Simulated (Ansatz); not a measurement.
Start from `CO/C(C)=C\F` and change one atom or group to get `C=C(C)OC`.

Ansatz, PBE0-D4/def2-TZVP geometries, multiplicity 1. Each molecule was computed in one conformer, which needn't be the lowest.

```json
{"property": "HOMO–LUMO gap (B3LYP/def2-TZVPP) / eV", "`CO/C(C)=C\\F`": "7.02"}
{"property": "size of the dipole moment (ωB97M-V/def2-TZVPP) / D", "`CO/C(C)=C\\F`": "0.67"}
{"property": "HOMO–LUMO gap (PBE/def2-TZVPP) / eV", "`CO/C(C)=C\\F`": "5.21"}
{"property": "HOMO–LUMO gap (PBE0/def2-TZVPP) / eV", "`CO/C(C)=C\\F`": "7.50"}
{"property": "size of the dipole moment (B3LYP/def2-TZVPP) / D", "`CO/C(C)=C\\F`": "0.67"}
{"property": "HOMO energy (PBE0/def2-TZVPP) / eV", "`CO/C(C)=C\\F`": "-6.33"}
```

Task: Give the same properties after the change, and the shifts. (Best estimate.)

Result: The calculation gave: 
```csv
property,`C=C(C)OC`,shift
HOMO–LUMO gap (B3LYP/def2-TZVPP) / eV,7.10,0.08
size of the dipole moment (ωB97M-V/def2-TZVPP) / D,0.52,-0.15
HOMO–LUMO gap (PBE/def2-TZVPP) / eV,5.36,0.15
HOMO–LUMO gap (PBE0/def2-TZVPP) / eV,7.57,0.07
size of the dipole moment (B3LYP/def2-TZVPP) / D,0.54,-0.13
HOMO energy (PBE0/def2-TZVPP) / eV,-6.52,-0.19
```

With PBE0 the HOMO falls by 0.19 eV and the LUMO falls by 0.13 eV, so the gap widens by about 0.06 eV. PBE moves the HOMO by -0.28 eV and ωB97M-V by -0.19 eV. Dipoles are sizes alone; their direction can turn.

B3LYP here is the variant with VWN-RPA as its local correlation; programs differ in this.
